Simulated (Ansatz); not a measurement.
# BFH2O: the cost of one run

Program: Ansatz 0.2.0. Level of theory: RKS revPBE/6-31G*. These are calculated values, not measurements.

**1. The structure to begin with**

Bond lengths: B1–F2 1.320 Å, B1–H3 1.190 Å, B1–O4 1.410 Å, O4–H5 1.010 Å. Angles: F2–B1–H3 120.0°, F2–B1–O4 120.0°, H3–B1–O4 120.0°, B1–O4–H5 109.5°.

As a file:

```xyz
5

B     0.0000    0.0000    0.0000
F     0.0000    0.0000    1.3200
H     1.0305    0.0000   -0.5950
O    -1.2211    0.0000   -0.7050
H    -1.7308   -0.8467   -0.4965
```

**2. Preparing the start**

File input.yaml:

```yaml
crystal:
  periodic: [false, false, false]
  atoms:
    - { symbol: B, position_ang: [0.0, 0.0, 0.0] }
    - { symbol: F, position_ang: [0.0, 0.0, 1.32] }
    - { symbol: H, position_ang: [1.0305, 0.0, -0.595] }
    - { symbol: O, position_ang: [-1.2211, 0.0, -0.705] }
    - { symbol: H, position_ang: [-1.7308, -0.8467, -0.4965] }
basis:
  gaussian: { orbitals: "6-31G*" }
hamiltonian:
  xc: revpbe
relax:
  f_tol: 0.02
  max_steps: 40
output:
  orbitals: {}
```

On the command line:

```
$ ansatz run input.yaml --threads 1 --pin off --max-ram 2048MiB --backend cpu --events-out ev --progress --plain --runs-dir out
```

Q: Estimate wall time and peak memory on 1 thread of Arm Neoverse V2, shared host.

About 8.8 s, with a peak of 0.07 GiB.
